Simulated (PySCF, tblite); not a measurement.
# C₃H₆O₂, a small gas-phase stand-in for a defect centre: NMR shifts, core binding energies, electronic excitations and spin-spin couplings

What NMR shifts, core binding energies, electronic excitations and spin-spin couplings should one expect for `CO[C]OC`? It is drawn as: twofold C.

Programs: tblite 0.8.0 and PySCF 2.14.0. All values are calculated, for the isolated system unless a continuum is named. Atoms count from 0, parts from 1.

### Step 1. Starting point

11 atoms, charge 0, multiplicity 1; geometry: distance geometry start.

### Step 2. Geometry optimisation with GFN2-xTB

Job settings and geometry (Å):

```
{"job": {"kind": "relax", "xc": "GFN2-xTB", "basis": "xTB"}, "charge": 0, "multiplicity": 1}
C      0.008912     0.122751     1.447035
O      1.392787     0.212483     1.233312
C      1.758990    -0.007998    -0.078813
O     -0.648160    -0.613670     0.473671
C     -1.797126     0.019311    -0.027426
H      2.069276    -1.059871    -0.274608
H      2.625747     0.600500    -0.280445
H      0.930471     0.255770    -0.789624
H     -1.669469     0.093802    -1.114128
H     -2.675940    -0.608465     0.238083
H     -1.951544     1.021517     0.425623
```

Method: GFN2-xTB geometry optimisation, gas phase.

Command:

```console
> OMP_NUM_THREADS=1 python cluster_run.py task.json out
```

This one command runs all jobs of the session in turn.

**Question.** The jobs that follow are: PBE0-D3(BJ)/def2-SVP geometry optimisation, gas phase; GIAO PBE0/pcSseg-2 NMR shielding, non-relativistic, gas phase; delta-SCF UKS SCAN, pcX-2 on the ionised atom, pcseg-1 elsewhere, spin-free X2C; TDDFT CAM-B3LYP/def2-SVPD, vertical, gas phase, core orbitals frozen in the response; B3LYP/pcJ-1 indirect spin-spin coupling, non-relativistic, gas phase. Predict: rotational constants (main isotopes); 13C shifts against TMS (PBE0/pcSseg-2); 1H shifts against TMS (PBE0/pcSseg-2); 17O shifts against H2O (PBE0/pcSseg-2); potential on the surface of density 0.002 e/bohr³, 1st and 99th percentile; C1s binding energies, SCAN/pcX-2; O1s binding energies, SCAN/pcX-2; lowest singlet (CAM-B3LYP/def2-SVPD); brightest single state of those computed; lowest triplet; vertical ionisation energy (ΔSCF); largest coupling of the table (B3LYP/pcJ-1).

The runs gave:

```
                                                                  quantity                                   value
                                      rotational constants (main isotopes)                   16.09, 3.21, 2.77 GHz
                                    13C shifts against TMS (PBE0/pcSseg-2)                   303.2, 62.7, 51.3 ppm
                                     1H shifts against TMS (PBE0/pcSseg-2)  5.18, 3.95, 3.92, 3.67, 3.61, 3.45 ppm
                                    17O shifts against H2O (PBE0/pcSseg-2)                        300.2, 252.2 ppm
potential on the surface of density 0.002 e/bohr³, 1st and 99th percentile                      -1.99 V and 1.06 V
                                          C1s binding energies, SCAN/pcX-2      C0 293.15, C4 292.66, C2 292.28 eV
                                          O1s binding energies, SCAN/pcX-2                 O3 539.60, O1 539.49 eV
                                      lowest singlet (CAM-B3LYP/def2-SVPD)             4.89 eV (253 nm), f = 0.026
                                  brightest single state of those computed             state 6, 8.11 eV, f = 0.076
                                                            lowest triplet                                 3.01 eV
                                         vertical ionisation energy (ΔSCF)                                 9.08 eV
                               largest coupling of the table (B3LYP/pcJ-1)                 1J(C,H) C2–H6, 155.9 Hz
```

In words: The start of the PBE0/def2-SVP relaxation was shaken at random by about 0.01 Å, so part of the energy gained, and of the first lengths quoted, undoes that. Over 9 steps the energy fell by 0.140 eV; of the close pairs, C0–O1 changed most, 1.260 to 1.306 Å (PBE0/def2-SVP). No frequency check was run at this level, so the end point may be a saddle. Hydrogens of an XH3 group are listed apart at this fixed geometry; free rotation makes them one line at their mean. At PBE0/pcSseg-2: The widest tensor belongs to O3: span 584 ppm, with a paramagnetic part of -372 ppm. At SCAN/pcX-2: The C1s levels kept as sound span 0.88 eV, from C2 (carbon bonded to O, 3 H) up to C0 (carbon bonded to 2 O). The first singlet state (HOMO→LUMO 0.96) lies at 4.89 eV and is weak; of the 6 states computed, the strongest absorption comes from state 6 at 8.11 eV (the last computed, so partners may be missing). The lowest triplet lies 1.88 eV below the lowest singlet (triplets in Tamm-Dancoff, singlets in full TDDFT). Couplings across rotatable bonds belong to this one conformer; where others are populated, the observed values are averages. A capped cluster stands for the solid here, so long-range fields and strain are missing, and bands or shifts of the capping hydrogens have no counterpart in it.
